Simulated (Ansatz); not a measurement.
# SiClF (triplet): wB97M-V, B2PLYP over vertical spin and charge gaps, def2-QZVPP

How well do these functionals follow the top wave-function level for SiClF (triplet) over vertical spin and charge gaps?

Program: Ansatz 0.2.0, Gaussian basis. Level of theory: def2-QZVPP, all electrons in the functionals, frozen cores in the correlation of double hybrids and RPA. These are calculated values, not measurements.

To be run: wB97M-V, B2PLYP, at charge 0, triplet; charge 0, singlet; charge 0, quintet; charge 1, doublet; charge 1, quartet.

4 further runs of the same task are left out: 4 set aside as unsound or not needed.

**1. The geometry**

The geometry is a PBE0/def2-TZVP stationary point (not a proven minimum).

3 atoms, charge 0, spin multiplicity 3.

Atoms are counted from 1 here; the program's logs count them from 0.

Bond lengths: Cl1–Si2 2.041 Å, Si2–F3 1.602 Å. Angles: Cl1–Si2–F3 116.3°.

No dispersion term is added; wB97M-V holds VV10 nonlocal correlation.

The geometry shown and the zero of energy belong to the point charge 0, triplet. The yardstick, UCCSD(T), and other wave-function levels (R restricted, U unrestricted, valence and pair active spaces) come from earlier runs.

**2. wB97M-V, charge 0, triplet**

File in.yaml:

```yaml
crystal:
  periodic: [false, false, false]
  atoms:
    - {symbol: Cl, position_ang: [0.000000, -0.165216, 1.357873]}
    - {symbol: Si, position_ang: [0.000000, 0.563381, -0.548185]}
    - {symbol: F, position_ang: [0.000000, -0.524541, -1.723546]}
basis:
  gaussian: {orbitals: "def2-QZVPP.json"}
magnetization: {spin_polarized: true, initial_magnetization: 2}
hamiltonian: {xc: {name: wB97M-V}}
output: {orbitals: {seedname: orbitals}}
```

Started as:

```sh
$ ansatz run in.yaml --threads 1 --pin off --events-out ev --progress --plain --max-ram 2393MiB
```

What it wrote, cut to the lines that bear on the results:

```text
Functional definition: wB97M-V
  name "wB97M-V"
  cite "Mardirossian & Head-Gordon, J. Chem. Phys. 144, 214110 (2016) doi:10.1063/1.4952647"
  cite "Becke, J. Chem. Phys. 107, 8554 (1997) doi:10.1063/1.475007"
  cite "Vydrov & Van Voorhis, J. Chem. Phys. 133, 244103 (2010) doi:10.1063/1.3521275"
  # Of w^i u^j: cxij and so on, Table III.
[...]
  gx(w, u) = 1 - cx + cx01*u + cx10*w
  gss(w, u) = css00 + css04*u^4 + css10*w + css20*w^2 + css43*w^4*u^3
  gos(w, u) = cos00 + cos10*w + (cos20 + cos21*u)*w^2 + (cos60 + cos61*u)*w^6
[...]
      + integral(e_c_pw_mod_opposite_spin*gos(b97_w_opposite, b97_u_opposite)) + vv10(b, c)
890 factors; their error is unknown
136 factors; integrals over basis functions are off by at most 6.1e-5 eV
[...]
mean field -23117.36839621 eV, -849.5476190456 hartree, gradient 5.8e-5 eV, S^2 2.001856; 0 other end points of the search recorded, 0 dependent functions left out
reference -23117.36843625 eV, -849.5476205170 hartree; 21, 19 occupied and 176, 178 virtual orbitals, 890 factors
Total energy: -23117.36843625 eV, -849.5476205170 hartree
```

It took 40 s on 1 thread of Arm Neoverse N1, shared host; peak memory 0.57 GiB.

From the report: ⟨S²⟩ of the determinant 2.002 (pure triplet: 2.00).

**3. wB97M-V, charge 0, singlet**

in.yaml, as its differences from that of step 2:

```diff
@@ -8,3 +8,3 @@
   gaussian: {orbitals: "def2-QZVPP.json"}
-magnetization: {spin_polarized: true, initial_magnetization: 2}
+magnetization: {spin_polarized: true, initial_magnetization: 0}
 hamiltonian: {xc: {name: wB97M-V}}
```

Launched as before.

What it wrote, cut to the lines that bear on the results:

```text
Functional definition: wB97M-V
  name "wB97M-V"
  cite "Mardirossian & Head-Gordon, J. Chem. Phys. 144, 214110 (2016) doi:10.1063/1.4952647"
  cite "Becke, J. Chem. Phys. 107, 8554 (1997) doi:10.1063/1.475007"
  cite "Vydrov & Van Voorhis, J. Chem. Phys. 133, 244103 (2010) doi:10.1063/1.3521275"
  # Of w^i u^j: cxij and so on, Table III.
[...]
  gx(w, u) = 1 - cx + cx01*u + cx10*w
  gss(w, u) = css00 + css04*u^4 + css10*w + css20*w^2 + css43*w^4*u^3
  gos(w, u) = cos00 + cos10*w + (cos20 + cos21*u)*w^2 + (cos60 + cos61*u)*w^6
[...]
      + integral(e_c_pw_mod_opposite_spin*gos(b97_w_opposite, b97_u_opposite)) + vv10(b, c)
890 factors; their error is unknown
136 factors; integrals over basis functions are off by at most 6.1e-5 eV
[...]
mean field -23120.13152873 eV, -849.6491622927 hartree, gradient 7.7e-5 eV, S^2 0.000000; 0 other end points of the search recorded, 0 dependent functions left out
reference -23120.13156601 eV, -849.6491636630 hartree; 20, 20 occupied and 177, 177 virtual orbitals, 890 factors
Total energy: -23120.13156601 eV, -849.6491636630 hartree
```

It took 37 s on 1 thread of Arm Neoverse N1, shared host; peak memory 0.57 GiB.

From the report: ⟨S²⟩ of the determinant 0.000 (pure singlet: 0.00).

From charge 0, triplet: -63.7 kcal/mol.

**4. wB97M-V, charge 0, quintet**

in.yaml, as its differences from that of step 3:

```diff
@@ -8,3 +8,3 @@
   gaussian: {orbitals: "def2-QZVPP.json"}
-magnetization: {spin_polarized: true, initial_magnetization: 0}
+magnetization: {spin_polarized: true, initial_magnetization: 4}
 hamiltonian: {xc: {name: wB97M-V}}
```

The command is unchanged.

What it wrote, cut to the lines that bear on the results:

```text
Functional definition: wB97M-V
  name "wB97M-V"
  cite "Mardirossian & Head-Gordon, J. Chem. Phys. 144, 214110 (2016) doi:10.1063/1.4952647"
  cite "Becke, J. Chem. Phys. 107, 8554 (1997) doi:10.1063/1.475007"
  cite "Vydrov & Van Voorhis, J. Chem. Phys. 133, 244103 (2010) doi:10.1063/1.3521275"
  # Of w^i u^j: cxij and so on, Table III.
[...]
  gx(w, u) = 1 - cx + cx01*u + cx10*w
  gss(w, u) = css00 + css04*u^4 + css10*w + css20*w^2 + css43*w^4*u^3
  gos(w, u) = cos00 + cos10*w + (cos20 + cos21*u)*w^2 + (cos60 + cos61*u)*w^6
[...]
      + integral(e_c_pw_mod_opposite_spin*gos(b97_w_opposite, b97_u_opposite)) + vv10(b, c)
890 factors; their error is unknown
136 factors; integrals over basis functions are off by at most 6.1e-5 eV
[...]
mean field -23109.17711680 eV, -849.2465950795 hartree, gradient 6.6e-6 eV, S^2 6.003501; 3 other end points of the search recorded, 0 dependent functions left out
reference -23109.17715519 eV, -849.2465964904 hartree; 22, 18 occupied and 175, 179 virtual orbitals, 890 factors
Total energy: -23109.17715519 eV, -849.2465964904 hartree
```

Run time: 2.3 min. Hardware: 1 thread of Arm Neoverse N1, shared host; peak memory 0.77 GiB.

From the report: ⟨S²⟩ of the determinant 6.004 (pure quintet: 6.00).

From charge 0, triplet: +188.9 kcal/mol.

**5. wB97M-V, charge 1, doublet**

in.yaml, as its differences from that of step 4:

```diff
@@ -8,3 +8,4 @@
   gaussian: {orbitals: "def2-QZVPP.json"}
-magnetization: {spin_polarized: true, initial_magnetization: 4}
+total_charge: 1
+magnetization: {spin_polarized: true, initial_magnetization: 1}
 hamiltonian: {xc: {name: wB97M-V}}
```

The command is unchanged.

What it wrote, cut to the lines that bear on the results:

```text
Functional definition: wB97M-V
  name "wB97M-V"
  cite "Mardirossian & Head-Gordon, J. Chem. Phys. 144, 214110 (2016) doi:10.1063/1.4952647"
  cite "Becke, J. Chem. Phys. 107, 8554 (1997) doi:10.1063/1.475007"
  cite "Vydrov & Van Voorhis, J. Chem. Phys. 133, 244103 (2010) doi:10.1063/1.3521275"
  # Of w^i u^j: cxij and so on, Table III.
[...]
  gx(w, u) = 1 - cx + cx01*u + cx10*w
  gss(w, u) = css00 + css04*u^4 + css10*w + css20*w^2 + css43*w^4*u^3
  gos(w, u) = cos00 + cos10*w + (cos20 + cos21*u)*w^2 + (cos60 + cos61*u)*w^6
[...]
      + integral(e_c_pw_mod_opposite_spin*gos(b97_w_opposite, b97_u_opposite)) + vv10(b, c)
890 factors; their error is unknown
136 factors; integrals over basis functions are off by at most 6.1e-5 eV
[...]
mean field -23110.12261766 eV, -849.2813415953 hartree, gradient 7.6e-5 eV, S^2 0.753510; 0 other end points of the search recorded, 0 dependent functions left out
reference -23110.12265670 eV, -849.2813430301 hartree; 20, 19 occupied and 177, 178 virtual orbitals, 890 factors
Total energy: -23110.12265670 eV, -849.2813430301 hartree
```

Wall time 43 s (1 thread of Arm Neoverse N1, shared host); peak memory 0.57 GiB.

From the report: ⟨S²⟩ of the determinant 0.754 (pure doublet: 0.75).

From charge 0, triplet: +167.1 kcal/mol.

**6. wB97M-V, charge 1, quartet**

in.yaml, as its differences from that of step 5:

```diff
@@ -9,3 +9,3 @@
 total_charge: 1
-magnetization: {spin_polarized: true, initial_magnetization: 1}
+magnetization: {spin_polarized: true, initial_magnetization: 3}
 hamiltonian: {xc: {name: wB97M-V}}
```

The command is unchanged.

What it wrote, cut to the lines that bear on the results:

```text
Functional definition: wB97M-V
  name "wB97M-V"
  cite "Mardirossian & Head-Gordon, J. Chem. Phys. 144, 214110 (2016) doi:10.1063/1.4952647"
  cite "Becke, J. Chem. Phys. 107, 8554 (1997) doi:10.1063/1.475007"
  cite "Vydrov & Van Voorhis, J. Chem. Phys. 133, 244103 (2010) doi:10.1063/1.3521275"
  # Of w^i u^j: cxij and so on, Table III.
[...]
  gx(w, u) = 1 - cx + cx01*u + cx10*w
  gss(w, u) = css00 + css04*u^4 + css10*w + css20*w^2 + css43*w^4*u^3
  gos(w, u) = cos00 + cos10*w + (cos20 + cos21*u)*w^2 + (cos60 + cos61*u)*w^6
[...]
      + integral(e_c_pw_mod_opposite_spin*gos(b97_w_opposite, b97_u_opposite)) + vv10(b, c)
890 factors; their error is unknown
136 factors; integrals over basis functions are off by at most 6.1e-5 eV
[...]
mean field -23104.65061622 eV, -849.0802492516 hartree, gradient 2.8e-6 eV, S^2 3.753316; 2 other end points of the search recorded, 0 dependent functions left out
reference -23104.65065960 eV, -849.0802508457 hartree; 21, 18 occupied and 176, 179 virtual orbitals, 890 factors
Total energy: -23104.65065960 eV, -849.0802508457 hartree
```

Wall time 3.5 min (1 thread of Arm Neoverse N1, shared host); peak memory 0.78 GiB.

From the report: ⟨S²⟩ of the determinant 3.753 (pure quartet: 3.75).

From charge 0, triplet: +293.3 kcal/mol.

**7. B2PLYP, charge 0, triplet**

File in.yaml:

```yaml
crystal:
  periodic: [false, false, false]
  atoms:
    - {symbol: Cl, position_ang: [0.000000, -0.165216, 1.357873]}
    - {symbol: Si, position_ang: [0.000000, 0.563381, -0.548185]}
    - {symbol: F, position_ang: [0.000000, -0.524541, -1.723546]}
basis:
  gaussian: {orbitals: "def2-QZVPP.json"}
magnetization: {spin_polarized: true, initial_magnetization: 2}
hamiltonian: {xc: {name: B2PLYP}}
correlation: {electrons: outside_noble_gas}
```

The command is unchanged.

What it wrote, cut to the lines that bear on the results:

```text
Functional definition: B2PLYP
  name "B2PLYP"
  cite "Grimme, J. Chem. Phys. 124, 034108 (2006) doi:10.1063/1.2148954"
  cite "Becke, Phys. Rev. A 38, 3098 (1988) doi:10.1103/PhysRevA.38.3098"
  cite "Lee, Yang & Parr, Phys. Rev. B 37, 785 (1988) doi:10.1103/PhysRevB.37.785"
[...]
1190 factors; integrals over basis functions are off by at most 1.2e-3 eV
[...]
mean field -23106.59041055 eV, -849.1515353782 hartree, gradient 9.7e-6 eV, S^2 2.004179; 0 other end points of the search recorded, 0 dependent functions left out
11 core orbitals not correlated: weight in the atoms' cores, before any rotation towards them, 1.000 or more for the frozen orbitals, at most 0.000 for the correlated occupied ones
reference -23106.59054214 eV, -849.1515402140 hartree; 10, 8 occupied and 176, 178 virtual orbitals, 1190 factors
second order -18.24787596 eV of doubles, -0.00000000 eV of singles
Total energy: -23111.51746865 eV, -849.3326014236 hartree
```

Run time: 23 s. Hardware: 1 thread of Arm Neoverse N1, shared host; peak memory 0.47 GiB.

From the report: ⟨S²⟩ of the determinant 2.004 (pure triplet: 2.00).

**8. B2PLYP, charge 0, singlet**

in.yaml, as its differences from that of step 7:

```diff
@@ -8,3 +8,3 @@
   gaussian: {orbitals: "def2-QZVPP.json"}
-magnetization: {spin_polarized: true, initial_magnetization: 2}
+magnetization: {spin_polarized: true, initial_magnetization: 0}
 hamiltonian: {xc: {name: B2PLYP}}
```

The command is unchanged.

What it wrote, cut to the lines that bear on the results:

```text
Functional definition: B2PLYP
  name "B2PLYP"
  cite "Grimme, J. Chem. Phys. 124, 034108 (2006) doi:10.1063/1.2148954"
  cite "Becke, Phys. Rev. A 38, 3098 (1988) doi:10.1103/PhysRevA.38.3098"
  cite "Lee, Yang & Parr, Phys. Rev. B 37, 785 (1988) doi:10.1103/PhysRevB.37.785"
[...]
1190 factors; integrals over basis functions are off by at most 1.2e-3 eV
[...]
mean field -23108.80997797 eV, -849.2331029764 hartree, gradient 7.6e-6 eV, S^2 0.000000; 2 other end points of the search recorded, 0 dependent functions left out
11 core orbitals not correlated: weight in the atoms' cores, before any rotation towards them, 1.000 or more for the frozen orbitals, at most 0.000 for the correlated occupied ones
reference -23108.81010134 eV, -849.2331075101 hartree; 9, 9 occupied and 177, 177 virtual orbitals, 1190 factors
second order -19.25490358 eV of doubles, -0.00000000 eV of singles
Total energy: -23114.00892530 eV, -849.4241607669 hartree
```

Wall time 33 s (1 thread of Arm Neoverse N1, shared host); peak memory 0.48 GiB.

From the report: ⟨S²⟩ of the determinant 0.000 (pure singlet: 0.00).

From charge 0, triplet: -57.5 kcal/mol.

**9. B2PLYP, charge 0, quintet**

in.yaml, as its differences from that of step 8:

```diff
@@ -8,3 +8,3 @@
   gaussian: {orbitals: "def2-QZVPP.json"}
-magnetization: {spin_polarized: true, initial_magnetization: 0}
+magnetization: {spin_polarized: true, initial_magnetization: 4}
 hamiltonian: {xc: {name: B2PLYP}}
```

The command is unchanged.

What it wrote, cut to the lines that bear on the results:

```text
Functional definition: B2PLYP
  name "B2PLYP"
  cite "Grimme, J. Chem. Phys. 124, 034108 (2006) doi:10.1063/1.2148954"
  cite "Becke, Phys. Rev. A 38, 3098 (1988) doi:10.1103/PhysRevA.38.3098"
  cite "Lee, Yang & Parr, Phys. Rev. B 37, 785 (1988) doi:10.1103/PhysRevB.37.785"
[...]
1190 factors; integrals over basis functions are off by at most 1.2e-3 eV
[...]
mean field -23098.71359118 eV, -848.8620676055 hartree, gradient 4.5e-6 eV, S^2 6.008684; 4 other end points of the search recorded, 0 dependent functions left out
11 core orbitals not correlated: weight in the atoms' cores, before any rotation towards them, 1.000 or more for the frozen orbitals, at most 0.000 for the correlated occupied ones
reference -23098.71372580 eV, -848.8620725527 hartree; 11, 7 occupied and 175, 179 virtual orbitals, 1190 factors
second order -17.37178328 eV of doubles, -0.00000000 eV of singles
Total energy: -23103.40410729 eV, -849.0344408931 hartree
```

Run time: 60 s. Hardware: 1 thread of Arm Neoverse N1, shared host; peak memory 0.51 GiB.

From the report: ⟨S²⟩ of the determinant 6.009 (pure quintet: 6.00).

From charge 0, triplet: +187.1 kcal/mol.

**10. B2PLYP, charge 1, doublet**

in.yaml, as its differences from that of step 9:

```diff
@@ -8,3 +8,4 @@
   gaussian: {orbitals: "def2-QZVPP.json"}
-magnetization: {spin_polarized: true, initial_magnetization: 4}
+total_charge: 1
+magnetization: {spin_polarized: true, initial_magnetization: 1}
 hamiltonian: {xc: {name: B2PLYP}}
```

Same command.

What it wrote, cut to the lines that bear on the results:

```text
Functional definition: B2PLYP
  name "B2PLYP"
  cite "Grimme, J. Chem. Phys. 124, 034108 (2006) doi:10.1063/1.2148954"
  cite "Becke, Phys. Rev. A 38, 3098 (1988) doi:10.1103/PhysRevA.38.3098"
  cite "Lee, Yang & Parr, Phys. Rev. B 37, 785 (1988) doi:10.1103/PhysRevB.37.785"
[...]
1190 factors; integrals over basis functions are off by at most 1.2e-3 eV
[...]
mean field -23099.15726596 eV, -848.8783723530 hartree, gradient 3.8e-6 eV, S^2 0.757981; 2 other end points of the search recorded, 0 dependent functions left out
11 core orbitals not correlated: weight in the atoms' cores, before any rotation towards them, 1.000 or more for the frozen orbitals, at most 0.000 for the correlated occupied ones
reference -23099.15739551 eV, -848.8783771138 hartree; 9, 8 occupied and 177, 178 virtual orbitals, 1190 factors
second order -18.34331844 eV of doubles, -0.00000000 eV of singles
Total energy: -23104.11009149 eV, -849.0603853340 hartree
```

It took 32 s on 1 thread of Arm Neoverse N1, shared host; peak memory 0.5 GiB.

From the report: ⟨S²⟩ of the determinant 0.758 (pure doublet: 0.75).

From charge 0, triplet: +170.8 kcal/mol.

**11. B2PLYP, charge 1, quartet**

in.yaml, as its differences from that of step 10:

```diff
@@ -9,3 +9,3 @@
 total_charge: 1
-magnetization: {spin_polarized: true, initial_magnetization: 1}
+magnetization: {spin_polarized: true, initial_magnetization: 3}
 hamiltonian: {xc: {name: B2PLYP}}
```

The command is unchanged.

What it wrote, cut to the lines that bear on the results:

```text
Functional definition: B2PLYP
  name "B2PLYP"
  cite "Grimme, J. Chem. Phys. 124, 034108 (2006) doi:10.1063/1.2148954"
  cite "Becke, Phys. Rev. A 38, 3098 (1988) doi:10.1103/PhysRevA.38.3098"
  cite "Lee, Yang & Parr, Phys. Rev. B 37, 785 (1988) doi:10.1103/PhysRevB.37.785"
[...]
1190 factors; integrals over basis functions are off by at most 1.2e-3 eV
[...]
mean field -23094.33214641 eV, -848.7010524801 hartree, gradient 6.7e-7 eV, S^2 3.758441; 4 other end points of the search recorded, 0 dependent functions left out
11 core orbitals not correlated: weight in the atoms' cores, before any rotation towards them, 1.000 or more for the frozen orbitals, at most 0.000 for the correlated occupied ones
reference -23094.33228226 eV, -848.7010574723 hartree; 10, 7 occupied and 176, 179 virtual orbitals, 1190 factors
second order -16.70411797 eV of doubles, -0.00000000 eV of singles
Total energy: -23098.84239411 eV, -848.8668010258 hartree
```

It took 1.7 min on 1 thread of Arm Neoverse N1, shared host; peak memory 0.61 GiB.

From the report: ⟨S²⟩ of the determinant 3.758 (pure quartet: 3.75).

From charge 0, triplet: +292.3 kcal/mol.

**12. The comparison**

No level is safe as a reference over these points; UCCSD(T) serves as a yardstick only. It comes from earlier runs at the same points. Energies in kcal/mol, counted from charge 0, triplet; blanks weren't run or aren't comparable.

```
   level  triplet to singlet  triplet to quintet  ionisation to the doublet cation  ionisation to the quartet cation
UCCSD(T)                                                                     173.5                             293.3
 wB97M-V               -63.7               188.9                             167.1                             293.3
  B2PLYP               -57.5               187.1                             170.8                             292.3
```

Largest miss and mean time a point (UCCSD(T) took 3 min a point; shared hosts):

```
  level  largest miss (kcal/mol)                             where  time a point
wB97M-V                     -6.5  ionisation to the doublet cation          94 s
 B2PLYP                     -2.7  ionisation to the doublet cation          50 s
```

**13. What came out**

| quantity | value |
| --- | --- |
| ionisation to the doublet cation, UCCSD(T) | 173.5 kcal/mol |
| ionisation to the quartet cation, UCCSD(T) | 293.3 kcal/mol |
| largest miss, wB97M-V | -6.5 kcal/mol (ionisation to the doublet cation) |
| largest miss, B2PLYP | -2.7 kcal/mol (ionisation to the doublet cation) |

In words: Misses are known at 2 of 4 points at best, and only functionals with that many are ranked. Of the functionals, B2PLYP keep the smallest largest miss at the points compared (at most 2.7 kcal/mol) and wB97M-V strays most (6.5 kcal/mol, at ionisation to the doublet cation). Functionals and the yardstick converge differently with the basis, so part of each miss in def2-QZVPP is the basis. The yardstick itself may be off where one determinant is a poor start.
